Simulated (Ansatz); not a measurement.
Ansatz (an electronic-structure program) input:

Ansatz 0.2 input:
```yaml
crystal:
  periodic: [false, false, false]
  atoms:
    - {symbol: Al, position_ang: [0.01077881, 0.00803798, -0.03054048]}
    - {symbol: Cl, position_ang: [0.00471533, 2.03642755, 0.04048989]}
    - {symbol: Cl, position_ang: [1.77132880, -1.00199352, -0.01542603]}
    - {symbol: Cl, position_ang: [-1.74334189, -1.01163612, 0.01349875]}
basis:
  gaussian:
    orbitals: def2-TZVP
hamiltonian:
  xc: b3lyp
  dispersion: d3bj
relax: {f_tol: 0.002, max_steps: 150}
```

Q: What final total energy does it print?

A: -1623.36749 Eh (B3LYP-D3(BJ)/def2-TZVP). The basis has 148 functions. The run takes about 23 core-seconds (a rough figure).
